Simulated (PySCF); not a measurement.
Molecule: 1,1,1,2-tetrafluoroethane, C2H2F4.

Geometry:
```
atom   x (Å)   y (Å)   z (Å)
  F1  -0.894  -1.201  -0.950
  C2  -0.701   0.007  -0.363
  C3   0.637   0.031   0.344
  F4   0.703  -0.896   1.296
  F5   1.644  -0.175  -0.501
  F6   0.808   1.227   0.913
  H7  -1.489   0.201   0.382
  H8  -0.708   0.806  -1.121
```

Geometry PBE0-D3(BJ)/def2-SVP throughout; GIAO in PySCF 2.14.0 with density-fitted response routines, gas phase, one conformer, non-relativistic; equivalent atoms averaged; functional PBE0.

Question: How do the shifts δ (against CFCl3, TMS at the same level) depend on the basis set? (ppm; last column core-seconds on shared hosts with different chips, so compare them loosely)

Answer: 
| basis set | functions | F4/F5/F6 | F1 | C3 | C2 | H7/H8 | core-s |
| --- | --- | --- | --- | --- | --- | --- | --- |
| STO-3G | 32 | -97.5 | -157.3 | 93.4 | 53.6 | 2.21 | 1.2 |
| 6-31G | 58 | -100.1 | -265.8 | 127.6 | 77.6 | 4.45 | 2.4 |
| pcSseg-0 | 58 | -94.3 | -288.0 | 146.0 | 88.1 | 5.18 | 3.2 |
| 6-31G* | 88 | -91.0 | -247.4 | 121.2 | 77.2 | 4.30 | 3.4 |
| def2-SVP | 94 | -76.2 | -236.0 | 125.2 | 76.6 | 4.17 | 3.5 |
| cc-pVDZ | 94 | -87.5 | -243.3 | 124.5 | 77.5 | 4.13 | 5.7 |
| pcSseg-1 | 112 | -91.6 | -262.6 | 127.5 | 80.7 | 4.42 | 8.4 |
| aug-cc-pVDZ | 156 | -85.4 | -243.8 | 123.5 | 76.4 | 4.49 | 11 |
| 6-311+G(2d,p) | 174 | -91.7 | -259.6 | 126.4 | 78.9 | 4.46 | 8.1 |
| def2-TZVP | 198 | -88.0 | -257.3 | 130.1 | 80.7 | 4.35 | 9.9 |
| cc-pVTZ | 208 | -87.2 | -254.5 | 129.0 | 80.3 | 4.33 | 16 |
| IGLO-III | 230 | -89.9 | -260.9 | 131.0 | 82.0 | 4.45 | 18 |
| pcSseg-2 | 244 | -90.3 | -259.8 | 132.3 | 82.7 | 4.38 | 19 |

Question: Which nucleus moves most, in ppm?

Answer: F1 (fluorine on an sp3 carbon): from -288.0 ppm with pcSseg-0 to -157.3 ppm with STO-3G. The smallest spread is 2.97 ppm, at H7/H8. Proton shifts span only some 12 ppm, so a few tenths of a ppm matter as much there as several ppm in carbon.

Question: Taking the largest basis, pcSseg-2 (244 functions), as the yardstick, rank the others by their worst heavy-atom deviation.

Answer: IGLO-III 1.3 ppm (230 functions), def2-TZVP 2.5 ppm (198 functions), pcSseg-1 4.8 ppm (112 functions), cc-pVTZ 5.3 ppm (208 functions), 6-311+G(2d,p) 5.9 ppm (174 functions), 6-31G 9.8 ppm (58 functions), 6-31G* 12.3 ppm (88 functions), aug-cc-pVDZ 16.0 ppm (156 functions), cc-pVDZ 16.5 ppm (94 functions), def2-SVP 23.8 ppm (94 functions), pcSseg-0 28.2 ppm (58 functions), STO-3G 102.5 ppm (32 functions).

A small basis that lands close on one nucleus may do so by chance; judge by the trend and by all nuclei.
